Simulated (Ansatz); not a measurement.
Run this with the Ansatz DFT code, driven from Python and show what comes out.

`alh5osi.xyz`
```text
8

O    -1.60760   -0.07570   -0.79340
Si   -0.23950    0.67940   -0.15880
Al    1.02030   -0.97570    0.90250
H    -2.06380    0.73080   -1.23850
H     0.55350    1.27750   -1.26190
H    -0.60630    1.73640    0.81420
H     2.63150   -1.04530    0.54880
H     0.40420   -2.38450    1.13120
```

The script, `run_opt.py`:
```python
import logging
import sys

import ansatz
import numpy as np

logging.basicConfig(stream=sys.stdout, format="%(name)s: %(message)s")
logger = logging.getLogger("run")
logger.setLevel(logging.INFO)


def main() -> None:
    system = ansatz.Crystal.molecule_from_extxyz("alh5osi.xyz")

    setup = system.calculation()
    setup = setup.basis(gaussian="6-31G*")
    setup = setup.correlation("mp2")
    symbols = [site.symbol for site in system.cartesian_sites]
    start = np.array([site.position_ang for site in system.cartesian_sites], dtype=float)
    def progress(event):
        if event["event"] == "relax_step":
            row = event["data"]
            logger.info(f"step {row['step']:3d}  E = {row['lagrangian_ev']:.6f} eV  max force {row['allowed_force_max_ev_ang']:.4f} eV/A")


    report = setup.relax(force_tolerance=0.005).session().plan().execute(on_event=progress).report
    end = np.array(report["positions_ang"])

    for key in ("converged", "free_energy_ev", "reference_energy_ev", "n_frozen", "n_occupied", "n_virtual"):
        logger.info(f"{key:22s} {report[key]}")

    logger.info("bond        before    after (A)")
    for i, j in [(0, 1), (0, 3), (1, 2), (1, 4), (1, 5), (2, 6), (2, 7)]:
        d0, d1 = (np.linalg.norm(xyz[i] - xyz[j]) for xyz in (start, end))
        print(f"{symbols[i]}{i}-{symbols[j]}{j}".ljust(10), f"{d0:8.4f} {d1:8.4f}")
    for i, j, k in [(1, 0, 3), (0, 1, 2), (0, 1, 4), (0, 1, 5), (2, 1, 4), (2, 1, 5), (4, 1, 5), (1, 2, 6)]:
        u, v = end[i] - end[j], end[k] - end[j]
        logger.info(f"angle {symbols[i]}{i}-{symbols[j]}{j}-{symbols[k]}{k}: {np.degrees(np.arccos(np.clip(u @ v / np.linalg.norm(u) / np.linalg.norm(v), -1, 1))):.2f} deg")

    charges = report["charge_distribution"]
    dipole = np.array(charges["dipole_moment_e_ang"]) * 4.803205
    logger.info("dipole (D): {:.3f} {:.3f} {:.3f}, length {:.3f}".format(*dipole, np.linalg.norm(dipole)))
    logger.info("atom  Mulliken   Lowdin")
    for symbol, m, l in zip(symbols, charges["mulliken_charges_e"], charges["lowdin_charges_e"]):
        logger.info(f"{symbol:4s} {m:9.3f} {l:8.3f}")
    with open("alh5osi_opt.xyz", "w") as handle:
        handle.write(f"{len(symbols)}\nrelaxed AlH5OSi\n")
        handle.writelines(f"{s:2s} {x:11.6f} {y:11.6f} {z:11.6f}\n" for s, (x, y, z) in zip(symbols, end))


if __name__ == "__main__":
    main()
```

`python run_opt.py` gives:
```text
run: step   1  E = -16568.684031 eV  max force 2.2868 eV/A
run: step   2  E = -16569.118836 eV  max force 1.1425 eV/A
run: step   3  E = -16569.202153 eV  max force 0.2860 eV/A
run: step   4  E = -16569.221748 eV  max force 0.1966 eV/A
run: step   5  E = -16569.213905 eV  max force 0.3825 eV/A
run: step   6  E = -16569.227169 eV  max force 0.0176 eV/A
run: step   7  E = -16569.227446 eV  max force 0.0408 eV/A
run: step   8  E = -16569.227692 eV  max force 0.0051 eV/A
run: step   9  E = -16569.227725 eV  max force 0.0160 eV/A
run: step  10  E = -16569.227742 eV  max force 0.0158 eV/A
run: step  11  E = -16569.227804 eV  max force 0.0014 eV/A
run: step  12  E = -16569.227914 eV  max force 0.0143 eV/A
run: step  13  E = -16569.227832 eV  max force 0.0699 eV/A
run: step  14  E = -16569.228033 eV  max force 0.0236 eV/A
run: step  15  E = -16569.228023 eV  max force 0.0533 eV/A
run: step  16  E = -16569.228136 eV  max force 0.0245 eV/A
run: step  17  E = -16569.228218 eV  max force 0.0277 eV/A
run: step  18  E = -16569.228021 eV  max force 0.0535 eV/A
run: step  19  E = -16569.228369 eV  max force 0.0228 eV/A
run: step  20  E = -16569.228424 eV  max force 0.0295 eV/A
run: step  21  E = -16569.228471 eV  max force 0.0276 eV/A
run: step  22  E = -16569.228615 eV  max force 0.0183 eV/A
run: step  23  E = -16569.228683 eV  max force 0.0250 eV/A
run: step  24  E = -16569.228701 eV  max force 0.0221 eV/A
run: step  25  E = -16569.228753 eV  max force 0.0142 eV/A
run: step  26  E = -16569.228783 eV  max force 0.0073 eV/A
run: step  27  E = -16569.228809 eV  max force 0.0057 eV/A
run: step  28  E = -16569.228822 eV  max force 0.0049 eV/A
run: step  29  E = -16569.228826 eV  max force 0.0052 eV/A
run: step  30  E = -16569.228829 eV  max force 0.0028 eV/A
run: step  31  E = -16569.228830 eV  max force 0.0007 eV/A
run: converged              True
run: free_energy_ev         -16569.22882976346
run: reference_energy_ev    -16560.818780816226
run: n_frozen               11
run: n_occupied             [9, 9]
run: n_virtual              [43, 43]
run: bond        before    after (A)
O0-Si1       1.6866   1.6883
O0-H3        1.0279   0.9707
Si1-Al2      2.3351   2.4577
Si1-H4       1.4844   1.4973
Si1-H5       1.4827   1.4972
Al2-H6       1.6510   1.5959
Al2-H7       1.5545   1.5919
run: angle Si1-O0-H3: 115.18 deg
run: angle O0-Si1-Al2: 107.83 deg
run: angle O0-Si1-H4: 110.82 deg
run: angle O0-Si1-H5: 110.84 deg
run: angle Al2-Si1-H4: 111.41 deg
run: angle Al2-Si1-H5: 111.39 deg
run: angle H4-Si1-H5: 104.58 deg
run: angle Si1-Al2-H6: 118.87 deg
run: dipole (D): -0.229 1.111 -0.381, length 1.196
run: atom  Mulliken   Lowdin
run: O       -0.786   -0.443
run: Si       0.485    0.270
run: Al       0.378    0.203
run: H        0.439    0.319
run: H       -0.133   -0.084
run: H       -0.133   -0.084
run: H       -0.131   -0.094
run: H       -0.119   -0.086
```

File `alh5osi_opt.xyz` afterwards:
```text
8
relaxed AlH5OSi
O    -1.724819    0.078824   -0.685636
Si   -0.204796    0.685893   -0.271590
Al    1.099104   -1.153216    0.706971
H    -2.331511    0.722177   -1.086043
H     0.481417    1.265172   -1.469633
H    -0.331246    1.833373    0.681832
H     2.590261   -0.864839    1.197080
H     0.513890   -2.624484    0.871119
```

Caveats:
- Total energies depend on the basis set; only differences at equal settings carry meaning.
- The end point is the stationary point reached from this start; no frequency run checks that it is a minimum, and the basis set is modest.
- The Löwdin charges here are taken after orthogonalising the functions within each atom; they differ from plain Löwdin charges, and their signs can be unphysical.
- Timing: 69 s on 1 thread of Intel(R) Xeon(R) Platinum 8259CL CPU @ 2.50GHz (Skylake/Cascade Lake) (shared host), peak memory 0.2 GiB.

(Lines on the test bed's own set-up are left out of the output.)
